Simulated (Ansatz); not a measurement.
SnPS3 (Pc, No. 7), treated with LDA (PAW; Ansatz, a quantum-chemistry and plane-wave program).

Numerical settings: plane-wave cutoff 520 eV, 6×6×4 k mesh (along the axes of the cell as run), Fermi–Dirac smearing 0.01 eV, scalar-relativistic PAW data made under PBE.

Cell (measured lattice):

```yaml
crystal:
  lattice:
    - [6.51300, 0.00000, 0.00000]
    - [0.00000, 7.48800, 0.00000]
    - [-6.32478, 0.00000, 9.37611]
  atoms:
    - { symbol: S, position: [0.10210, 0.05170, 0.69420] }
    - { symbol: S, position: [0.10210, 0.94830, 0.19420] }
    - { symbol: S, position: [0.90250, 0.44800, 0.80500] }
    - { symbol: S, position: [0.90250, 0.55200, 0.30500] }
    - { symbol: P, position: [0.87280, 0.86080, 0.68360] }
    - { symbol: P, position: [0.87280, 0.13920, 0.18360] }
    - { symbol: S, position: [0.70380, 0.94620, 0.77880] }
    - { symbol: S, position: [0.70380, 0.05380, 0.27880] }
    - { symbol: Sn, position: [0.80460, 0.38560, 0.52700] }
    - { symbol: Sn, position: [0.80460, 0.61440, 0.02700] }
    - { symbol: S, position: [0.36520, 0.74370, 0.01490] }
    - { symbol: S, position: [0.36520, 0.25630, 0.51490] }
    - { symbol: P, position: [0.12660, 0.64470, 0.81740] }
    - { symbol: P, position: [0.12660, 0.35530, 0.31740] }
    - { symbol: Sn, position: [0.24090, 0.12450, 0.02790] }
    - { symbol: Sn, position: [0.24090, 0.87550, 0.52790] }
    - { symbol: S, position: [0.64070, 0.75110, 0.48980] }
    - { symbol: S, position: [0.64070, 0.24890, 0.98980] }
    - { symbol: S, position: [0.28590, 0.56330, 0.71470] }
    - { symbol: S, position: [0.28590, 0.43670, 0.21470] }
```

Give the computed band gap, smallest direct gap on the k points sampled and direct gap at Γ.


- band gap = 1.68 eV
- smallest direct gap on the k points sampled = 1.85 eV
- direct gap at Γ = 2.19 eV

Note: cell and atoms aren't relaxed at this level (pressure -1.9 GPa).

Spin–orbit coupling is not included.

The computed numbers hold no vibrational or temperature effects.
